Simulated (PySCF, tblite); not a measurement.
**C₃H₄F₂O: infrared bands, NMR shifts and spin-spin couplings**

Aim: predict the infrared bands, NMR shifts and spin-spin couplings of C₃H₄F₂O (`C=C(F)OCF`).

Computed with tblite 0.8.0 and PySCF 2.14.0, with density-fitted response routines of our own, on a single molecule in the gas phase. Atoms are numbered from 0 throughout.

### 1 The molecule as given

10 atoms, charge 0, multiplicity 1; geometry from: GFN2-xTB.

Bonds of the start (Å): C0–C1 1.32, C1–F2 1.34, C1–O3 1.36, O3–C4 1.37, C4–F5 1.37, C0–H6 1.07, C0–H7 1.07, C4–H8 1.10, C4–H9 1.10.

### 2 Harmonic vibrations with GFN2-xTB

The job: settings as JSON, then the geometry in Å.

```
{"job": {"kind": "ir", "xc": "GFN2-xTB", "basis": "xTB"}, "charge": 0, "multiplicity": 1}
C     -1.471571    -0.212229    -0.008911
C     -0.654605     0.795858     0.222096
F     -1.110656     2.037595     0.421690
O      0.704523     0.830421     0.290633
C      1.402510    -0.263081    -0.156980
F      1.260751    -1.330410     0.688747
H     -1.120216    -1.216469    -0.137347
H     -2.529876    -0.040393    -0.036301
H      1.064840    -0.606792    -1.147657
H      2.463183     0.010155    -0.158497
```

**Question.** This job is followed by: GIAO PBE0/pcSseg-1 NMR shielding, non-relativistic, gas phase; B3LYP/pcJ-1 indirect spin-spin coupling, non-relativistic, gas phase. Predict these results of the whole session: strongest single infrared mode (GFN2-xTB); zero-point energy (GFN2-xTB); 13C shifts against TMS (PBE0/pcSseg-1); 1H shifts against TMS (PBE0/pcSseg-1, means over atoms taken as alike); 19F shifts against CFCl3 (PBE0/pcSseg-1); 17O shifts against H2O (PBE0/pcSseg-1); largest coupling of the table (B3LYP/pcJ-1).

The runs gave:

| quantity | value |
| --- | --- |
| strongest single infrared mode (GFN2-xTB) | 1208 cm⁻¹, 381 km/mol |
| zero-point energy (GFN2-xTB) | 42.2 kcal/mol |
| 13C shifts against TMS (PBE0/pcSseg-1) | 175.2, 102.6, 67.8 ppm |
| 1H shifts against TMS (PBE0/pcSseg-1, means over atoms taken as alike) | 5.84, 4.08, 3.84 ppm |
| 19F shifts against CFCl3 (PBE0/pcSseg-1) | -80.8, -177.2 ppm |
| 17O shifts against H2O (PBE0/pcSseg-1) | 173.5 ppm |
| largest coupling of the table (B3LYP/pcJ-1) | 1J(C,F) C1–F2, -330.7 Hz |

In words: All 24 modes are real, so the xTB geometry is a minimum. The strongest single mode, at 1208 cm⁻¹, moves mainly C1. GFN2-xTB is a fitted tight-binding method: band positions and strengths are rough. Its intensities can rank the bands wrongly. C1 (alkene carbon bearing oxygen) lies farthest downfield among carbon, at 175.2 ppm; an sp2 carbon further deshielded by the attached heteroatom. The most deshielded hydrogen is H8, H9 (mean) (hydrogen on an sp3 CH2 bonded to F and O), at 5.84 ppm: its carbon carries F and O, an electronegative neighbour. At PBE0/pcSseg-1: The largest span, 207 ppm, is at F5, where the paramagnetic term is -126 ppm. In the run at B3LYP/pcJ-1, the largest coupling of the table is C1–F2, -330.7 Hz, of which the Fermi-contact term gives -308.6 Hz. Couplings across rotatable bonds belong to this one conformer; where others are populated, the observed values are averages. Density functionals describe couplings to fluorine poorly, F–F couplings above all, so those rows are rough.
